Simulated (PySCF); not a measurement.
## `CC(C)P(C)C`: 4 charge schemes on one density

C5H13P.
Cartesian coordinates in Å at the GFN2-xTB level; atoms count from 1:
```xyz
19
C5H13P angstrom
C     -1.5764   -1.2240   -0.3726
C     -0.7894   -0.0255    0.1474
C     -1.6160    1.2477   -0.0009
P      0.8205    0.1485   -0.8108
C      1.6661    1.3758    0.2928
C      1.6890   -1.3589   -0.1701
H     -2.5298   -1.3060    0.1484
H     -1.7754   -1.1091   -1.4367
H     -1.0276   -2.1511   -0.2241
H     -0.5489   -0.1814    1.2078
H     -2.5771    1.1371    0.5002
H     -1.8002    1.4544   -1.0540
H     -1.1028    2.1033    0.4326
H      1.2709    2.3720    0.1080
H      1.5396    1.1205    1.3447
H      2.7267    1.3823    0.0473
H      1.3175   -2.2450   -0.6794
H      2.7501   -1.2608   -0.3931
H      1.5534   -1.4706    0.9051
```

Density: PBE0/pcSseg-1 (PySCF); schemes: Mulliken, IAO, Hirshfeld and ESP-fitted. Geometry: GFN2-xTB, one conformer, isolated molecule.

Problem. What partial charge does each atom carry?

Solution. In e:

```csv
atom,environment,Mulliken,IAO,Hirshfeld,ESP-fitted
C1,methyl carbon,-0.218,-0.416,-0.123,-0.556
C2,sp3 carbon bound to phosphorus,-0.546,-0.258,-0.061,+0.228
C3,methyl carbon,-0.217,-0.416,-0.123,-0.654
P4,phosphine phosphorus,+0.273,+0.479,+0.148,-0.157
C5,sp3 carbon bound to phosphorus,-0.480,-0.609,-0.168,-0.455
C6,sp3 carbon bound to phosphorus,-0.481,-0.610,-0.168,-0.414
H7,methyl hydrogen,+0.116,+0.138,+0.040,+0.146
H8,methyl hydrogen,+0.117,+0.139,+0.036,+0.169
H9,methyl hydrogen,+0.117,+0.136,+0.037,+0.155
H10,methine hydrogen,+0.132,+0.119,+0.029,+0.106
H11,methyl hydrogen,+0.116,+0.138,+0.040,+0.168
H12,methyl hydrogen,+0.117,+0.140,+0.036,+0.191
H13,methyl hydrogen,+0.117,+0.136,+0.037,+0.189
H14,methyl hydrogen,+0.148,+0.152,+0.040,+0.148
H15,methyl hydrogen,+0.129,+0.137,+0.037,+0.119
H16,methyl hydrogen,+0.142,+0.153,+0.042,+0.191
H17,methyl hydrogen,+0.148,+0.152,+0.041,+0.145
H18,methyl hydrogen,+0.142,+0.153,+0.042,+0.171
H19,methyl hydrogen,+0.129,+0.137,+0.037,+0.109
```

Mean size of the charges over all atoms: IAO 0.243 e, ESP-fitted 0.235 e, Mulliken 0.204 e, Hirshfeld 0.068 e. Each set sums to the total charge, 0, to within 0.001 e. The Hirshfeld scheme weights the molecular density at each point by an atom's share of the summed free-atom densities. The IAO scheme counts the electrons in orthogonalised intrinsic atomic orbitals, a minimal basis polarised so that it spans the occupied orbitals exactly.

Lowest charge. The schemes don't all agree: Mulliken C2 (-0.546); IAO C6 (-0.610); Hirshfeld C5 and C6 (-0.168); ESP-fitted C3 (-0.654).

Highest charge. The schemes don't all agree: Mulliken P4 (+0.273); IAO P4 (+0.479); Hirshfeld P4 (+0.148); ESP-fitted C2 (+0.228).

Problem. How closely do the schemes follow one another over all atoms?

Solution. Correlation coefficient and root-mean-square difference: IAO with Hirshfeld 1.00, 0.211 e; Mulliken with IAO 0.93, 0.113 e; Mulliken with Hirshfeld 0.91, 0.174 e; Hirshfeld with ESP-fitted 0.75, 0.226 e; IAO with ESP-fitted 0.75, 0.204 e; Mulliken with ESP-fitted 0.59, 0.242 e.

Problem. How many electrons does the IAO scheme count on C6?

Solution. Z − q = 6 − (-0.610) = 6.610.
